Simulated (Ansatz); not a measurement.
Molecule (SMILES): [Cl][Al][Cl], doublet.
Atoms: Al1, Cl2, Cl3. Bonds: Al1-Cl2, Al1-Cl3.

Basis-set convergence of the optimised Al1-Cl2 bond length at HF with Ansatz (a program for electronic structure). Cartesian d functions, on some or all atoms, in 6-311G**, 6-311+G**; all else is spherical. The program fits the integrals of some runs and decomposes those of others, by size. Open shells are unrestricted. No added dispersion term, no relativity. Reference: the value in pcseg-3, 2.0974 Å. Deviations are taken from unrounded values.

```tsv
basis	functions	optimised Al1-Cl2 bond length (Å)
def2-SVP	54	2.1096
def2-SVPD	78	2.1236
pcseg-1	54	2.1097
aug-pcseg-1	81	2.1115
cc-pV(D+d)Z	69	2.1142
aug-cc-pV(D+d)Z	96	2.1182
6-311G**	81	2.1033
6-311+G**	93	2.1041
pcseg-2	102	2.0944
aug-pcseg-2	150	2.0982
def2-TZVP	111	2.1002
def2-TZVPD	135	2.1002
cc-pV(T+d)Z	117	2.1011
aug-cc-pV(T+d)Z	165	2.1008
def2-TZVPP	126	2.1006
def2-TZVPPD	150	2.1005
```

What the diffuse functions change, pair by pair:
- def2-SVP to def2-SVPD: 24 more functions, deviation 0.0122 to 0.0261 Å
- pcseg-1 to aug-pcseg-1: 27 more functions, deviation 0.0123 to 0.0141 Å
- cc-pV(D+d)Z to aug-cc-pV(D+d)Z: 27 more functions, deviation 0.0168 to 0.0207 Å
- 6-311G** to 6-311+G**: 12 more functions, deviation 0.0059 to 0.0067 Å
- pcseg-2 to aug-pcseg-2: 48 more functions, deviation -0.0030 to 0.0007 Å
- def2-TZVP to def2-TZVPD: 24 more functions, deviation 0.0028 to 0.0027 Å
- cc-pV(T+d)Z to aug-cc-pV(T+d)Z: 48 more functions, deviation 0.0037 to 0.0034 Å
- def2-TZVPP to def2-TZVPPD: 24 more functions, deviation 0.0032 to 0.0030 Å

They bring the value nearer the reference by more than 0.0001 Å in 3 of 8 pairs.
